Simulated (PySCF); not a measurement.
Torsional scan of SMILES C=COC1CC1, C$_{5}$H$_{8}$O

Every point has one dihedral held and the rest relaxed. First point, dihedral C5–C4–O3–C2 = 45°. Geometry (Å), atoms numbered from 1 in this order:
```xyz
14

C     1.7118    2.5154   -0.9071
C     0.5831    2.0362   -0.4119
O     0.4592    0.7364   -0.0268
C    -0.8098    0.2931    0.3431
C    -2.0253    0.6293   -0.4680
C    -1.4772   -0.7682   -0.4776
H     1.7955    3.5481   -1.1855
H     2.5737    1.8866   -1.0347
H    -0.2952    2.6589   -0.2738
H    -0.9259    0.2442    1.4240
H    -1.8896    1.2172   -1.3632
H    -2.9497    0.8271    0.0521
H    -0.9654   -1.0952   -1.3688
H    -2.0137   -1.5493    0.0374
```

The calculation used PySCF, GIAO B3LYP/pcSseg-1 magnetisability, rotational g tensor and spin-rotation constants, non-relativistic, gas phase. Geometry: GFN2-xTB, dihedral held.

Task: How does the isotropic susceptibility follow that dihedral, the rest relaxed?

Result: 
```tsv
dihedral (°)	χ, cgs (10⁻⁶ cm³/mol)	magnetisability anisotropy (10⁻³⁰ J/T²)
45	-60.9	229
90	-61.0	194
135	-60.8	184
270	-60.9	235
315	-60.9	213
```
